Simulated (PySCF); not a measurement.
# XPS shifts beside NMR shieldings

C₄H₇P.
Cartesian coordinates in Å at the GFN2-xTB level; atoms count from 1:
```
atom  x, y, z in Å
C1    -1.2816   -0.5223    0.2800
C2    -0.4204    0.3307   -0.6419
C3     0.8962    0.7433    0.0334
C4     1.7334   -0.3981    0.3113
P5     2.6035   -1.6539    0.5840
H6    -2.1999   -0.8185   -0.2216
H7    -1.5448    0.0299    1.1803
H8    -0.7432   -1.4210    0.5746
H9    -0.1931   -0.2286   -1.5523
H10   -0.9656    1.2336   -0.9262
H11    1.4408    1.4366   -0.6178
H12    0.6759    1.2677    0.9702
```

Binding energies: delta-SCF UKS SCAN, pcX-2 on the ionised atom, pcseg-1 elsewhere, spin-free X2C in PySCF 2.14.0. Shieldings: GIAO PBE0/pcSseg-1, non-relativistic, same geometry.

```csv
atom,C 1s (eV)
C1,290.53
C2,290.76
C3,291.28
```

Q: What are the absolute isotropic shieldings of these atoms?

A: 
```
atom       environment  C 1s (eV)  isotropic shielding (ppm)
  C1     methyl carbon     290.53                      172.1
  C2  chain CH2 carbon     290.76                      159.3
  C3  chain CH2 carbon     291.28                      152.6
```

Q: Among the listed atoms, is the one with the highest binding energy also the least shielded?

A: Yes: C3 has both (291.28 eV, 152.6 ppm).

By binding energy: C1 < C2 < C3. By shielding: C3 < C2 < C1.

One conformer (not necessarily the lowest) at the GFN2-xTB geometry, without solvent, vibrations or thermal averaging.
